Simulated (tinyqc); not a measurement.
Worked calculation (part 1 of 2): ROHF in the sto-3g basis, for H2O+, spin multiplicity 2. Computed by tinyqc, a small Python program that keeps every step (integrals from PySCF). Settings: charge = 1, multiplicity = 2, basis = sto-3g, energy threshold = 1e-09, iteration cap = 85, orthogonalisation = symmetric, start = core, DIIS depth = 6, method = ROHF. Command: `OMP_NUM_THREADS=1 python tinyqc.py 30029 30030 out.jsonl` (the two numbers bound the seeds that draw the settings). One thread of a shared host (Intel(R) Xeon(R) Processor @ 2.60GHz), about 0.07 s of CPU time with the checks. Later iterations appear only in the table of the cycle.

## One-electron integrals

Geometry (angstrom):
```
atom,x,y,z
O,0.00000,0.00000,0.00000
H,0.00000,0.85200,0.53100
H,0.00000,-0.85200,0.53100
```

Basis sto-3g: exponents (1/bohr^2) and contraction coefficients of normalised primitives:
```
element,l (shell),exponent,coefficient
O,s (1),130.70932,0.15433
O,s (1),23.80886,0.53533
O,s (1),6.44361,0.44463
O,s (2),5.03315,-0.09997
O,s (2),1.16960,0.39951
O,s (2),0.38039,0.70012
O,p (3),5.03315,0.15592
O,p (3),1.16960,0.60768
O,p (3),0.38039,0.39196
H,s (1),3.42525,0.15433
H,s (1),0.62391,0.53533
H,s (1),0.16886,0.44463
```

Overlap, kinetic and nuclear-attraction integrals over the contracted functions; the nuclear repulsion is the sum of Za Zb / Rab.

nuclear repulsion = 8.7442847 hartree

overlap S, lower triangle:
```
,1O 1s,1O 2s,1O 2px,1O 2py,1O 2pz,2H 1s,3H 1s
1O 1s,1.00000
1O 2s,0.23670,1.00000
1O 2px,0.00000,0.00000,1.00000
1O 2py,0.00000,0.00000,0.00000,1.00000
1O 2pz,0.00000,0.00000,0.00000,0.00000,1.00000
2H 1s,0.04830,0.44465,0.00000,0.31976,0.19928,1.00000
3H 1s,0.04830,0.44465,0.00000,-0.31976,0.19928,0.19014,1.00000
```

kinetic energy T (hartree), lower triangle:
```
,1O 1s,1O 2s,1O 2px,1O 2py,1O 2pz,2H 1s,3H 1s
1O 1s,29.00320
1O 2s,-0.16801,0.80813
1O 2px,0.00000,0.00000,2.52873
1O 2py,0.00000,0.00000,0.00000,2.52873
1O 2pz,0.00000,0.00000,0.00000,0.00000,2.52873
2H 1s,-0.00532,0.10732,0.00000,0.21181,0.13201,0.76003
3H 1s,-0.00532,0.10732,0.00000,-0.21181,0.13201,-0.00281,0.76003
```

nuclear attraction V (hartree), lower triangle:
```
,1O 1s,1O 2s,1O 2px,1O 2py,1O 2pz,2H 1s,3H 1s
1O 1s,-61.67267
1O 2s,-7.43262,-10.09577
1O 2px,0.00000,0.00000,-9.94772
1O 2py,0.00000,0.00000,0.00000,-10.10924
1O 2pz,-0.01493,-0.17835,0.00000,0.00000,-10.01046
2H 1s,-1.55781,-3.54786,0.00000,-2.26648,-1.46206,-5.62592
3H 1s,-1.55781,-3.54786,0.00000,2.26648,-1.46206,-1.20838,-5.62592
```

core Hamiltonian H = T + V (hartree), lower triangle:
```
,1O 1s,1O 2s,1O 2px,1O 2py,1O 2pz,2H 1s,3H 1s
1O 1s,-32.66947
1O 2s,-7.60063,-9.28765
1O 2px,0.00000,0.00000,-7.41899
1O 2py,0.00000,0.00000,0.00000,-7.58050
1O 2pz,-0.01493,-0.17835,0.00000,0.00000,-7.48173
2H 1s,-1.56313,-3.44054,0.00000,-2.05467,-1.33005,-4.86588
3H 1s,-1.56313,-3.44054,0.00000,2.05467,-1.33005,-1.21119,-4.86588
```

## Two-electron integrals

Functions are numbered as in S; the eight-fold symmetry (ij|kl) = (ji|kl) = (kl|ij) leaves the list below.

Two-electron integrals (ij|kl) in chemists' order, unique and non-zero (hartree):
```
i,j,k,l,(ij|kl)
1,1,1,1,4.78507
2,1,1,1,0.74138
2,1,2,1,0.13687
2,2,1,1,1.11895
2,2,2,1,0.25663
2,2,2,2,0.81721
3,1,3,1,0.02448
3,2,3,1,0.03781
3,2,3,2,0.18052
3,3,1,1,1.11581
3,3,2,1,0.25668
3,3,2,2,0.81702
3,3,3,3,0.88016
4,1,4,1,0.02448
4,2,4,1,0.03781
4,2,4,2,0.18052
4,3,4,3,0.04744
4,4,1,1,1.11581
4,4,2,1,0.25668
4,4,2,2,0.81702
4,4,3,3,0.78527
4,4,4,4,0.88016
5,1,5,1,0.02448
5,2,5,1,0.03781
5,2,5,2,0.18052
5,3,5,3,0.04744
5,4,5,4,0.04744
5,5,1,1,1.11581
5,5,2,1,0.25668
5,5,2,2,0.81702
5,5,3,3,0.78527
5,5,4,4,0.78527
5,5,5,5,0.88016
6,1,1,1,0.15351
6,1,2,1,0.02810
6,1,2,2,0.05235
6,1,3,3,0.05224
6,1,4,1,0.00110
6,1,4,2,0.00206
6,1,4,4,0.05247
6,1,5,1,0.00069
6,1,5,2,0.00128
6,1,5,4,0.00014
6,1,5,5,0.05233
6,1,6,1,0.00584
6,2,1,1,0.37211
6,2,2,1,0.08641
6,2,2,2,0.30449
6,2,3,3,0.29933
6,2,4,1,0.00550
6,2,4,2,0.04198
6,2,4,4,0.31027
6,2,5,1,0.00343
6,2,5,2,0.02616
6,2,5,4,0.00682
6,2,5,5,0.30358
6,2,6,1,0.01808
6,2,6,2,0.14027
6,3,3,1,0.00906
6,3,3,2,0.05267
6,3,4,3,0.00873
6,3,5,3,0.00544
6,3,6,3,0.02003
6,4,1,1,0.22694
6,4,2,1,0.05338
6,4,2,2,0.20087
6,4,3,3,0.19174
6,4,4,1,0.01204
6,4,4,2,0.07890
6,4,4,4,0.21618
6,4,5,1,0.00186
6,4,5,2,0.01635
6,4,5,4,0.00979
6,4,5,5,0.19445
6,4,6,1,0.01167
6,4,6,2,0.11240
6,4,6,4,0.10906
6,5,1,1,0.14144
6,5,2,1,0.03327
6,5,2,2,0.12519
6,5,3,3,0.11950
6,5,4,1,0.00186
6,5,4,2,0.01635
6,5,4,4,0.12385
6,5,5,1,0.01022
6,5,5,2,0.06286
6,5,5,4,0.01144
6,5,5,5,0.13207
6,5,6,1,0.00727
6,5,6,2,0.07005
6,5,6,4,0.05549
6,5,6,5,0.05461
6,6,1,1,0.51056
6,6,2,1,0.12049
6,6,2,2,0.48676
6,6,3,3,0.46705
6,6,4,1,0.00998
6,6,4,2,0.10476
6,6,4,4,0.50919
6,6,5,1,0.00622
6,6,5,2,0.06529
6,6,5,4,0.02626
6,6,5,5,0.48342
6,6,6,1,0.02544
6,6,6,2,0.28177
6,6,6,4,0.25777
6,6,6,5,0.16065
6,6,6,6,0.77461
7,1,1,1,0.15351
7,1,2,1,0.02810
7,1,2,2,0.05235
7,1,3,3,0.05224
7,1,4,1,-0.00110
7,1,4,2,-0.00206
7,1,4,4,0.05247
7,1,5,1,0.00069
7,1,5,2,0.00128
7,1,5,4,-0.00014
7,1,5,5,0.05233
7,1,6,1,0.00574
7,1,6,2,0.01743
7,1,6,4,0.01028
7,1,6,5,0.00702
7,1,6,6,0.02422
7,1,7,1,0.00584
7,2,1,1,0.37211
7,2,2,1,0.08641
7,2,2,2,0.30449
7,2,3,3,0.29933
7,2,4,1,-0.00550
7,2,4,2,-0.04198
7,2,4,4,0.31027
7,2,5,1,0.00343
7,2,5,2,0.02616
7,2,5,4,-0.00682
7,2,5,5,0.30358
7,2,6,1,0.01743
7,2,6,2,0.11094
7,2,6,4,0.06167
7,2,6,5,0.05373
7,2,6,6,0.18005
7,2,7,1,0.01808
7,2,7,2,0.14027
7,3,3,1,0.00906
7,3,3,2,0.05267
7,3,4,3,-0.00873
7,3,5,3,0.00544
7,3,6,3,0.01522
7,3,7,3,0.02003
7,4,1,1,-0.22694
7,4,2,1,-0.05338
7,4,2,2,-0.20087
7,4,3,3,-0.19174
7,4,4,1,0.01204
7,4,4,2,0.07890
7,4,4,4,-0.21618
7,4,5,1,-0.00186
7,4,5,2,-0.01635
7,4,5,4,0.00979
7,4,5,5,-0.19445
7,4,6,1,-0.01028
7,4,6,2,-0.06167
7,4,6,4,-0.01963
7,4,6,5,-0.02923
7,4,6,6,-0.08982
7,4,7,1,-0.01167
7,4,7,2,-0.11240
7,4,7,4,0.10906
7,5,1,1,0.14144
7,5,2,1,0.03327
7,5,2,2,0.12519
7,5,3,3,0.11950
7,5,4,1,-0.00186
7,5,4,2,-0.01635
7,5,4,4,0.12385
7,5,5,1,0.01022
7,5,5,2,0.06286
7,5,5,4,-0.01144
7,5,5,5,0.13207
7,5,6,1,0.00702
7,5,6,2,0.05373
7,5,6,4,0.02923
7,5,6,5,0.04084
7,5,6,6,0.09515
7,5,7,1,0.00727
7,5,7,2,0.07005
7,5,7,4,-0.05549
7,5,7,5,0.05461
7,6,1,1,0.12176
7,6,2,1,0.02849
7,6,2,2,0.10777
7,6,3,3,0.10556
7,6,4,4,0.10808
7,6,5,1,0.00183
7,6,5,2,0.01622
7,6,5,5,0.10955
7,6,6,1,0.00588
7,6,6,2,0.04774
7,6,6,4,0.03319
7,6,6,5,0.02682
7,6,6,6,0.09633
7,6,7,1,0.00588
7,6,7,2,0.04774
7,6,7,4,-0.03319
7,6,7,5,0.02682
7,6,7,6,0.01966
7,7,1,1,0.51056
7,7,2,1,0.12049
7,7,2,2,0.48676
7,7,3,3,0.46705
7,7,4,1,-0.00998
7,7,4,2,-0.10476
7,7,4,4,0.50919
7,7,5,1,0.00622
7,7,5,2,0.06529
7,7,5,4,-0.02626
7,7,5,5,0.48342
7,7,6,1,0.02422
7,7,6,2,0.18005
7,7,6,4,0.08982
7,7,6,5,0.09515
7,7,6,6,0.30750
7,7,7,1,0.02544
7,7,7,2,0.28177
7,7,7,4,-0.25777
7,7,7,5,0.16065
7,7,7,6,0.09633
7,7,7,7,0.77461
```

## Orthogonalisation

S = U s U^T; symmetric (Loewdin) form X = U s^(-1/2) U^T, so that X^T S X = 1.

eigenvalues of S: 0.37557  0.44285  0.89605  1.00000  1.08196  1.36702  1.83656

X, lower triangle:
```
,1O 1s,1O 2s,1O 2px,1O 2py,1O 2pz,2H 1s,3H 1s
1O 1s,1.02405
1O 2s,-0.14134,1.21570
1O 2px,0.00000,0.00000,1.00000
1O 2py,0.00000,0.00000,0.00000,1.11240
1O 2pz,-0.00815,0.08501,0.00000,0.00000,1.03729
2H 1s,0.02138,-0.27282,0.00000,-0.22400,-0.12010,1.17800
3H 1s,0.02138,-0.27282,0.00000,0.22400,-0.12010,-0.06759,1.17800
```

## Starting guess

The start is the orbitals of the core Hamiltonian; D(s) = C_occ C_occ^T for each spin.

D(alpha) at the start, lower triangle:
```
,1O 1s,1O 2s,1O 2px,1O 2py,1O 2pz,2H 1s,3H 1s
1O 1s,1.06662
1O 2s,-0.29744,1.32417
1O 2px,0.00000,0.00000,1.00000
1O 2py,0.00000,0.00000,0.00000,1.19354
1O 2pz,-0.02197,0.13273,0.00000,0.00000,1.06439
2H 1s,0.04009,-0.17574,0.00000,-0.18936,-0.10171,0.06010
3H 1s,0.04009,-0.17574,0.00000,0.18936,-0.10171,0.00001,0.06010
```

D(beta) at the start, lower triangle:
```
,1O 1s,1O 2s,1O 2px,1O 2py,1O 2pz,2H 1s,3H 1s
1O 1s,1.06662
1O 2s,-0.29744,1.32417
1O 2px,0.00000,0.00000,0.00000
1O 2py,0.00000,0.00000,0.00000,1.19354
1O 2pz,-0.02197,0.13273,0.00000,0.00000,1.06439
2H 1s,0.04009,-0.17574,0.00000,-0.18936,-0.10171,0.06010
3H 1s,0.04009,-0.17574,0.00000,0.18936,-0.10171,0.00001,0.06010
```

## Iteration 1: building the Fock matrix

J_ij = sum D_kl (ij|kl) with D = D(alpha) + D(beta), K_ij = sum D_kl (ik|jl) for each spin; F = H + J - K(s); E = tr D H + tr D J / 2 - 0.5 sum_s tr D(s) K(s) + E_nn.

Coulomb J (hartree), lower triangle:
```
,1O 1s,1O 2s,1O 2px,1O 2py,1O 2pz,2H 1s,3H 1s
1O 1s,17.63363
1O 2s,3.32274,8.05203
1O 2px,0.00000,0.00000,7.98548
1O 2py,0.00000,0.00000,0.00000,8.07137
1O 2pz,0.00369,-0.00407,0.00000,0.00000,8.07625
2H 1s,0.68260,2.89962,0.00000,1.87380,1.16547,4.42667
3H 1s,0.68260,2.89962,0.00000,-1.87380,1.16547,1.00231,4.42667
```

exchange K(alpha) (hartree), lower triangle:
```
,1O 1s,1O 2s,1O 2px,1O 2py,1O 2pz,2H 1s,3H 1s
1O 1s,4.92829
1O 2s,0.86192,1.43779
1O 2px,0.00000,0.00000,1.18795
1O 2py,0.00000,0.00000,0.00000,1.18295
1O 2pz,0.00069,0.00079,0.00000,0.00000,1.18517
2H 1s,0.18602,0.45323,0.00000,0.21743,0.13506,0.21905
3H 1s,0.18602,0.45323,0.00000,-0.21743,0.13506,0.12243,0.21905
```

exchange K(beta) (hartree), lower triangle:
```
,1O 1s,1O 2s,1O 2px,1O 2py,1O 2pz,2H 1s,3H 1s
1O 1s,4.90381
1O 2s,0.82412,1.25727
1O 2px,0.00000,0.00000,0.30779
1O 2py,0.00000,0.00000,0.00000,1.13550
1O 2pz,0.00069,0.00079,0.00000,0.00000,1.13773
2H 1s,0.17696,0.40056,0.00000,0.20870,0.12962,0.19902
3H 1s,0.17696,0.40056,0.00000,-0.20870,0.12962,0.10721,0.19902
```

F(alpha) (hartree), lower triangle:
```
,1O 1s,1O 2s,1O 2px,1O 2py,1O 2pz,2H 1s,3H 1s
1O 1s,-19.96413
1O 2s,-5.13981,-2.67341
1O 2px,0.00000,0.00000,-0.62146
1O 2py,0.00000,0.00000,0.00000,-0.69208
1O 2pz,-0.01193,-0.18321,0.00000,0.00000,-0.59065
2H 1s,-1.06655,-0.99415,0.00000,-0.39829,-0.29964,-0.65827
3H 1s,-1.06655,-0.99415,0.00000,0.39829,-0.29964,-0.33131,-0.65827
```

F(beta) (hartree), lower triangle:
```
,1O 1s,1O 2s,1O 2px,1O 2py,1O 2pz,2H 1s,3H 1s
1O 1s,-19.93965
1O 2s,-5.10200,-2.49289
1O 2px,0.00000,0.00000,0.25870
1O 2py,0.00000,0.00000,0.00000,-0.64464
1O 2pz,-0.01193,-0.18321,0.00000,0.00000,-0.54321
2H 1s,-1.05749,-0.94148,0.00000,-0.38956,-0.29420,-0.63824
3H 1s,-1.05749,-0.94148,0.00000,0.38956,-0.29420,-0.31609,-0.63824
```

total energy of this density = -73.5297194 hartree

## Iteration 1: Roothaan effective Fock matrix

With projectors Pc = D(beta) S, Po = (D(alpha) - D(beta)) S, Pv = 1 - D(alpha) S, the block xy is Px^T F Py; with Fc = (F(alpha) + F(beta))/2, the blocks are Fc for cc, oo, vv and cv, F(beta) for co and F(alpha) for ov.

effective F (hartree), lower triangle:
```
,1O 1s,1O 2s,1O 2px,1O 2py,1O 2pz,2H 1s,3H 1s
1O 1s,-19.95189
1O 2s,-5.12090,-2.58315
1O 2px,0.00000,0.00000,-0.18138
1O 2py,0.00000,0.00000,0.00000,-0.66836
1O 2pz,-0.01193,-0.18321,0.00000,0.00000,-0.56693
2H 1s,-1.06202,-0.96781,0.00000,-0.39393,-0.29692,-0.64826
3H 1s,-1.06202,-0.96781,0.00000,0.39393,-0.29692,-0.32370,-0.64826
```

## Iteration 1: diagonalisation and new density

Diagonalise F' = X^T F X, C = X C', fill 5 alpha and 4 beta electrons from the bottom; D(s) = C_occ C_occ^T. Each column has its largest component positive (the first on a tie).

F' = X^T F X (hartree), lower triangle:
```
,1,2,3,4,5,6,7
1,-19.57446
2,-2.65858,-1.49510
3,0.00000,0.00000,-0.18138
4,0.00000,0.00000,0.00000,-0.46699
5,-0.01859,-0.06112,0.00000,0.00000,-0.49972
6,-0.15710,-0.40146,0.00000,-0.32826,-0.19389,-0.21131
7,-0.15710,-0.40146,0.00000,0.32826,-0.19389,-0.08034,-0.21131
```

orbital energies (hartree): MO1 -19.96195, MO2 -1.40556, MO3 -0.79268, MO4 -0.55549, MO5 -0.18138, MO6 0.06207, MO7 0.19471

coefficients C:
```
,MO1,MO2,MO3,MO4,MO5,MO6,MO7
1O 1s,0.99365,-0.24329,0.00000,0.09176,0.00000,0.12113,0.00000
1O 2s,0.02813,0.90032,0.00000,-0.43541,0.00000,-0.80811,0.00000
1O 2px,0.00000,0.00000,0.00000,0.00000,1.00000,0.00000,0.00000
1O 2py,0.00000,0.00000,0.72871,0.00000,0.00000,0.00000,0.89820
1O 2pz,0.00316,0.19724,0.00000,0.86710,0.00000,-0.56687,0.00000
2H 1s,-0.00600,0.10003,0.32247,0.18462,0.00000,0.81344,-0.84967
3H 1s,-0.00600,0.10003,-0.32247,0.18462,0.00000,0.81344,0.84967
```

D(alpha) after iteration 1, lower triangle:
```
,1O 1s,1O 2s,1O 2px,1O 2py,1O 2pz,2H 1s,3H 1s
1O 1s,1.05496
1O 2s,-0.23105,1.00096
1O 2px,0.00000,0.00000,1.00000
1O 2py,0.00000,0.00000,0.00000,0.53101
1O 2pz,0.03472,-0.19988,0.00000,0.00000,0.79078
2H 1s,-0.01336,0.00950,0.00000,0.23499,0.17980,0.14812
3H 1s,-0.01336,0.00950,0.00000,-0.23499,0.17980,-0.05986,0.14812
```

D(beta) after iteration 1, lower triangle:
```
,1O 1s,1O 2s,1O 2px,1O 2py,1O 2pz,2H 1s,3H 1s
1O 1s,1.05496
1O 2s,-0.23105,1.00096
1O 2px,0.00000,0.00000,0.00000
1O 2py,0.00000,0.00000,0.00000,0.53101
1O 2pz,0.03472,-0.19988,0.00000,0.00000,0.79078
2H 1s,-0.01336,0.00950,0.00000,0.23499,0.17980,0.14812
3H 1s,-0.01336,0.00950,0.00000,-0.23499,0.17980,-0.05986,0.14812
```

## Iteration 2: building the Fock matrix

As before.

Coulomb J (hartree), lower triangle:
```
,1O 1s,1O 2s,1O 2px,1O 2py,1O 2pz,2H 1s,3H 1s
1O 1s,16.63182
1O 2s,3.10310,7.57439
1O 2px,0.00000,0.00000,7.50971
1O 2py,0.00000,0.00000,0.00000,7.59295
1O 2pz,-0.00521,0.01873,0.00000,0.00000,7.59713
2H 1s,0.63745,2.78902,0.00000,1.83001,1.15093,4.48445
3H 1s,0.63745,2.78902,0.00000,-1.83001,1.15093,0.98354,4.48445
```

exchange K(alpha) (hartree), lower triangle:
```
,1O 1s,1O 2s,1O 2px,1O 2py,1O 2pz,2H 1s,3H 1s
1O 1s,4.89474
1O 2s,0.83710,1.35643
1O 2px,0.00000,0.00000,1.14966
1O 2py,0.00000,0.00000,0.00000,0.98863
1O 2pz,0.00233,-0.03029,0.00000,0.00000,1.07656
2H 1s,0.17977,0.53178,0.00000,0.34136,0.22807,0.51633
3H 1s,0.17977,0.53178,0.00000,-0.34136,0.22807,0.15486,0.51633
```

exchange K(beta) (hartree), lower triangle:
```
,1O 1s,1O 2s,1O 2px,1O 2py,1O 2pz,2H 1s,3H 1s
1O 1s,4.87026
1O 2s,0.79929,1.17591
1O 2px,0.00000,0.00000,0.26950
1O 2py,0.00000,0.00000,0.00000,0.94118
1O 2pz,0.00233,-0.03029,0.00000,0.00000,1.02912
2H 1s,0.17071,0.47911,0.00000,0.33263,0.22263,0.49631
3H 1s,0.17071,0.47911,0.00000,-0.33263,0.22263,0.13964,0.49631
```

F(alpha) (hartree), lower triangle:
```
,1O 1s,1O 2s,1O 2px,1O 2py,1O 2pz,2H 1s,3H 1s
1O 1s,-20.93239
1O 2s,-5.33463,-3.06968
1O 2px,0.00000,0.00000,-1.05894
1O 2py,0.00000,0.00000,0.00000,-0.97618
1O 2pz,-0.02247,-0.12933,0.00000,0.00000,-0.96117
2H 1s,-1.10545,-1.18330,0.00000,-0.56602,-0.40719,-0.89777
3H 1s,-1.10545,-1.18330,0.00000,0.56602,-0.40719,-0.38251,-0.89777
```

F(beta) (hartree), lower triangle:
```
,1O 1s,1O 2s,1O 2px,1O 2py,1O 2pz,2H 1s,3H 1s
1O 1s,-20.90792
1O 2s,-5.29682,-2.88916
1O 2px,0.00000,0.00000,-0.17878
1O 2py,0.00000,0.00000,0.00000,-0.92874
1O 2pz,-0.02247,-0.12933,0.00000,0.00000,-0.91372
2H 1s,-1.09639,-1.13063,0.00000,-0.55729,-0.40174,-0.87774
3H 1s,-1.09639,-1.13063,0.00000,0.55729,-0.40174,-0.36730,-0.87774
```

total energy of this density = -74.6618877 hartree

## Iteration 2: Roothaan effective Fock matrix

As before.

effective F (hartree), lower triangle:
```
,1O 1s,1O 2s,1O 2px,1O 2py,1O 2pz,2H 1s,3H 1s
1O 1s,-20.92016
1O 2s,-5.31573,-2.97942
1O 2px,0.00000,0.00000,-0.61886
1O 2py,0.00000,0.00000,0.00000,-0.95246
1O 2pz,-0.02247,-0.12933,0.00000,0.00000,-0.93744
2H 1s,-1.10092,-1.15696,0.00000,-0.56165,-0.40447,-0.88776
3H 1s,-1.10092,-1.15696,0.00000,0.56165,-0.40447,-0.37491,-0.88776
```

## Iteration 2: DIIS over 2 matrices

error matrix X^T (FDS - SDF) X:
```
,1,2,3,4,5,6,7
1,0.00000,-0.01202,0.00000,0.00000,-0.01019,0.01391,0.01391
2,0.01202,0.00000,0.00000,0.00000,-0.02066,0.05427,0.05427
3,0.00000,0.00000,0.00000,0.00000,0.00000,0.00000,0.00000
4,0.00000,0.00000,0.00000,0.00000,0.00000,0.03928,-0.03928
5,0.01019,0.02066,0.00000,0.00000,0.00000,0.02210,0.02210
6,-0.01391,-0.05427,0.00000,-0.03928,-0.02210,0.00000,0.00000
7,-0.01391,-0.05427,0.00000,0.03928,-0.02210,0.00000,0.00000
```

B (overlaps of the stored error matrices):
```
,1,2
1,3.2472145e+00,2.2366197e-01
2,2.2366197e-01,2.2030332e-02
```

Minimise |sum c_i e_i|^2 with sum c_i = 1: solve [B -1; -1 0][c; lambda] = [0; -1] with B_ij = tr e_i^T e_j, and take F = sum c_i F_i.

DIIS coefficients: -0.07145  1.07145

extrapolated F (hartree), lower triangle:
```
,1O 1s,1O 2s,1O 2px,1O 2py,1O 2pz,2H 1s,3H 1s
1O 1s,-20.98934
1O 2s,-5.32965,-3.00773
1O 2px,0.00000,0.00000,-0.65012
1O 2py,0.00000,0.00000,0.00000,-0.97276
1O 2pz,-0.02322,-0.12548,0.00000,0.00000,-0.96392
2H 1s,-1.10370,-1.17048,0.00000,-0.57364,-0.41215,-0.90487
3H 1s,-1.10370,-1.17048,0.00000,0.57364,-0.41215,-0.37856,-0.90487
```

## Iteration 2: diagonalisation and new density

As before.

F' = X^T F X (hartree), lower triangle:
```
,1,2,3,4,5,6,7
1,-20.61157
2,-2.70141,-1.83549
3,0.00000,0.00000,-0.65012
4,0.00000,0.00000,0.00000,-0.68479
5,-0.04148,0.05240,0.00000,0.00000,-0.86280
6,-0.15414,-0.49770,0.00000,-0.46316,-0.27876,-0.35481
7,-0.15414,-0.49770,0.00000,0.46316,-0.27876,-0.08084,-0.35481
```

orbital energies (hartree): MO1 -20.99739, MO2 -1.80054, MO3 -1.16584, MO4 -1.00277, MO5 -0.65012, MO6 0.05518, MO7 0.20708

coefficients C:
```
,MO1,MO2,MO3,MO4,MO5,MO6,MO7
1O 1s,0.99446,-0.24205,0.00000,0.07942,0.00000,-0.12562,0.00000
1O 2s,0.02468,0.90087,0.00000,-0.39542,0.00000,0.82793,0.00000
1O 2px,0.00000,0.00000,0.00000,0.00000,1.00000,0.00000,0.00000
1O 2py,0.00000,0.00000,0.70906,0.00000,0.00000,0.00000,0.91379
1O 2pz,0.00329,0.14245,0.00000,0.87323,0.00000,0.57384,0.00000
2H 1s,-0.00527,0.11017,0.34082,0.19240,0.00000,-0.81033,-0.84248
3H 1s,-0.00527,0.11017,-0.34082,0.19240,0.00000,-0.81033,0.84248
```

D(alpha) after iteration 2, lower triangle:
```
,1O 1s,1O 2s,1O 2px,1O 2py,1O 2pz,2H 1s,3H 1s
1O 1s,1.05385
1O 2s,-0.22492,0.96854
1O 2px,0.00000,0.00000,1.00000
1O 2py,0.00000,0.00000,0.00000,0.50277
1O 2pz,0.03814,-0.21689,0.00000,0.00000,0.78283
2H 1s,-0.01663,0.02304,0.00000,0.24166,0.18368,0.16534
3H 1s,-0.01663,0.02304,0.00000,-0.24166,0.18368,-0.06697,0.16534
```

D(beta) after iteration 2, lower triangle:
```
,1O 1s,1O 2s,1O 2px,1O 2py,1O 2pz,2H 1s,3H 1s
1O 1s,1.05385
1O 2s,-0.22492,0.96854
1O 2px,0.00000,0.00000,0.00000
1O 2py,0.00000,0.00000,0.00000,0.50277
1O 2pz,0.03814,-0.21689,0.00000,0.00000,0.78283
2H 1s,-0.01663,0.02304,0.00000,0.24166,0.18368,0.16534
3H 1s,-0.01663,0.02304,0.00000,-0.24166,0.18368,-0.06697,0.16534
```

## Iteration 8 (converged): orbitals

converged F (hartree), lower triangle:
```
,1O 1s,1O 2s,1O 2px,1O 2py,1O 2pz,2H 1s,3H 1s
1O 1s,-20.97398
1O 2s,-5.32709,-2.99803
1O 2px,0.00000,0.00000,-0.64409
1O 2py,0.00000,0.00000,0.00000,-0.96556
1O 2pz,-0.02303,-0.12451,0.00000,0.00000,-0.96167
2H 1s,-1.10330,-1.16744,0.00000,-0.56717,-0.40579,-0.90065
3H 1s,-1.10330,-1.16744,0.00000,0.56717,-0.40579,-0.37857,-0.90065
```

As before.

F' = X^T F X (hartree), lower triangle:
```
,1,2,3,4,5,6,7
1,-20.59601
2,-2.70190,-1.82545
3,0.00000,0.00000,-0.64409
4,0.00000,0.00000,0.00000,-0.68189
5,-0.04117,0.05031,0.00000,0.00000,-0.86331
6,-0.15420,-0.49675,0.00000,-0.45653,-0.27212,-0.35491
7,-0.15420,-0.49675,0.00000,0.45653,-0.27212,-0.08100,-0.35491
```

orbital energies (hartree): MO1 -20.98207, MO2 -1.79094, MO3 -1.15499, MO4 -0.99662, MO5 -0.64409, MO6 0.04895, MO7 0.19919

coefficients C:
```
,MO1,MO2,MO3,MO4,MO5,MO6,MO7
1O 1s,0.99444,-0.24195,0.00000,0.07849,0.00000,-0.12654,0.00000
1O 2s,0.02475,0.89981,0.00000,-0.38930,0.00000,0.83197,0.00000
1O 2px,0.00000,0.00000,0.00000,0.00000,1.00000,0.00000,0.00000
1O 2py,0.00000,0.00000,0.71004,0.00000,0.00000,0.00000,0.91303
1O 2pz,0.00329,0.14150,0.00000,0.87735,0.00000,0.56776,0.00000
2H 1s,-0.00528,0.11125,0.33991,0.18661,0.00000,-0.81154,-0.84285
3H 1s,-0.00528,0.11125,-0.33991,0.18661,0.00000,-0.81154,0.84285
```

D(alpha) after iteration 8, lower triangle:
```
,1O 1s,1O 2s,1O 2px,1O 2py,1O 2pz,2H 1s,3H 1s
1O 1s,1.05362
1O 2s,-0.22365,0.96182
1O 2px,0.00000,0.00000,1.00000
1O 2py,0.00000,0.00000,0.00000,0.50416
1O 2pz,0.03790,-0.21415,0.00000,0.00000,0.78977
2H 1s,-0.01752,0.02733,0.00000,0.24135,0.17944,0.16277
3H 1s,-0.01752,0.02733,0.00000,-0.24135,0.17944,-0.06831,0.16277
```

D(beta) after iteration 8, lower triangle:
```
,1O 1s,1O 2s,1O 2px,1O 2py,1O 2pz,2H 1s,3H 1s
1O 1s,1.05362
1O 2s,-0.22365,0.96182
1O 2px,0.00000,0.00000,0.00000
1O 2py,0.00000,0.00000,0.00000,0.50416
1O 2pz,0.03790,-0.21415,0.00000,0.00000,0.78977
2H 1s,-0.01752,0.02733,0.00000,0.24135,0.17944,0.16277
3H 1s,-0.01752,0.02733,0.00000,-0.24135,0.17944,-0.06831,0.16277
```
